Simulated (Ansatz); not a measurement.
Energy needed to pull apart AlSiH₄F (SMILES F[SiH2][AlH2]), singlet, into free ground-state atoms, from the structure below (displaced at random from a GFN2-xTB minimum); no zero-point or spin–orbit terms; open-shell atoms are treated unrestricted, in their ground-state multiplicity.

F1  (-2.153, -0.069, 0.148)
Si2  (-0.749, -0.181, -0.724)
Al3  (1.164, 0.339, 0.776)
H4  (-0.764, -1.580, -1.174)
H5  (-1.005, 0.812, -1.909)
H6  (1.074, 1.151, 2.179)
H7  (2.430, -0.387, 0.674)
(Å)

Ansatz 0.2.0; basis: def2-TZVPP; cores frozen in the correlated methods.

```json
{"method": "PBE-D4", "atomization energy (kcal/mol)": "465.0"}
{"method": "revPBE-D4", "atomization energy (kcal/mol)": "?"}
{"method": "r2SCAN-D4", "atomization energy (kcal/mol)": "470.7"}
{"method": "PBE0-D4", "atomization energy (kcal/mol)": "461.0"}
{"method": "CAM-B3LYP-D4", "atomization energy (kcal/mol)": "473.1"}
{"method": "wB97M-V", "atomization energy (kcal/mol)": "470.8"}
{"method": "HF", "atomization energy (kcal/mol)": "358.0"}
{"method": "MP2", "atomization energy (kcal/mol)": "?"}
{"method": "CCSD", "atomization energy (kcal/mol)": "456.3"}
{"method": "CCSD(T)", "atomization energy (kcal/mol)": "460.5"}
```

What does MP2 give? (An estimate is asked for; the value comes from the calculation.)

By the calculation: 461.5 kcal/mol, which is about 1.0 kcal/mol more than CCSD(T)/def2-TZVPP.

What does revPBE-D4 give? (An estimate is asked for; the value comes from the calculation.)

Computed: 457.2 kcal/mol, which is about 3.3 kcal/mol less than CCSD(T)/def2-TZVPP.

In triple zeta the MP2 and coupled-cluster atomization energies are still short of their basis limit by a few kcal/mol a bond, whereas those of the functionals are nearly converged, so these differences are not deviations from converged CCSD(T).

The T1 diagnostic stays at or below 0.013.

For scale, one of the runs: CCSD(T)/def2-TZVPP forces, 171 basis functions (an equivalent command: `ansatz run in.yaml --threads 4`). The run took 66 s on 4 CPU threads (shared host), with 2.6 GiB of host memory at its peak.
